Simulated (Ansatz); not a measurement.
A calculation on Bi2S3 (Pnma, No. 62) returned equilibrium volume per atom 26.06 Å³/atom, cohesive energy 3.11 eV/atom.

Which level of theory produced these numbers?
A. PBE-D3(BJ) (Ansatz, a quantum-chemistry and plane-wave program)
B. r²SCAN+rVV10 (Ansatz)
C. PBEsol (Ansatz)
D. r²SCAN (Ansatz)

D, r²SCAN (Ansatz)

The others give: PBEsol 24.26 Å³/atom, 3.59 eV/atom; PBE-D3(BJ) 24.30 Å³/atom, 3.58 eV/atom; r²SCAN+rVV10 25.07 Å³/atom, 3.32 eV/atom.

Unless a cell is named, each level is at its own relaxed cell (PBE-D3(BJ) 24.30, PBEsol 24.26, r²SCAN 26.06, r²SCAN+rVV10 25.07 Å³/atom).

Caveats: the relaxation could not lower the start's symmetry, so the cell can be a saddle point above a distorted one (PBEsol, PBE-D3(BJ), r²SCAN+rVV10, r²SCAN). Ansatz's density-functional and Hartree–Fock values are scalar-relativistic unless marked +SOC, with PAW data made under PBE.
